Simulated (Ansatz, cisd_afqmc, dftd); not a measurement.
Reaction: C2H6S (ethanethiol, SMILES CCS) → C2H5 (SMILES C[CH2], doublet) + HS (SMILES [SH], doublet) (the C-S bond breaks)
Each species at its own B3LYP-D3(BJ)/def2-TZVP minimum (Ansatz, an electronic-structure program), one conformer.

Quantity: bond dissociation energy (electronic), in kcal/mol. Radicals and triplets start from unrestricted determinants; spin-orbit coupling is neglected. Cores are frozen in correlated methods. Rows without X2C or -DK are non-relativistic. The Monte Carlo rows (phaseless AFQMC, CISD trial, step 0.005/hartree) carry one-sigma bars that omit the constraint's bias. Outlying blocks are dropped, and bars are widened where a walk drifts. Over all cases where full CI ran beside it in this data, AFQMC minus full CI had a median of +0.1 mEh and passed +0.4 mEh in a tenth of the cases. CBS(X,Y): correlation extrapolated as X^-3, Hartree-Fock from the larger set. A bracket is a step between two methods taken in the basis named. The functionals are non-relativistic, so their misses hold any scalar relativity. Double hybrids freeze cores in their MP2 part. 'core' is core correlation in cc-pwCVTZ (1s frozen past Ne), 'X2C' scalar relativity in cc-pVTZ-DK, both at CCSD(T).

```tsv
level	program	bond dissociation energy (kcal/mol)	difference against the last row
HF/cc-pV(D+d)Z	Ansatz	45.4	-33.5
r2SCAN/def2-TZVPD	Ansatz	72.3	-6.6
PBE0-D4/def2-TZVPD	Ansatz + dftd4	76.7	-2.2
PBE0/def2-TZVPD	Ansatz	75.4	-3.5
B2PLYP-D4/def2-TZVPD	Ansatz + dftd4	75.1	-3.8
MP2/cc-pV(Q+d)Z	Ansatz	82.8	3.9
CCSD/cc-pV(T+d)Z	Ansatz	72.5	-6.4
CCSD/CBS(cc-pV(T+d)Z,cc-pV(Q+d)Z)	Ansatz	75.3	-3.6
CCSD(T)/cc-pV(T+d)Z	Ansatz	75.7	-3.2
CCSD(T)/cc-pV(Q+d)Z	Ansatz	77.5	-1.4
CCSD(T)/CBS(cc-pV(T+d)Z,cc-pV(Q+d)Z)	Ansatz	78.8	-0.1
CCSDT(Q)/cc-pV(D+d)Z	Ansatz	72.1	-6.8
AFQMC/CISD/cc-pV(D+d)Z	cisd_afqmc	72.4 ± 0.3	-6.5
CCSD(T)/CBS(cc-pV(T+d)Z,cc-pV(Q+d)Z) + [CCSDT(Q) - CCSD(T)]/cc-pV(D+d)Z + core + X2C	Ansatz	78.9	0.0
```
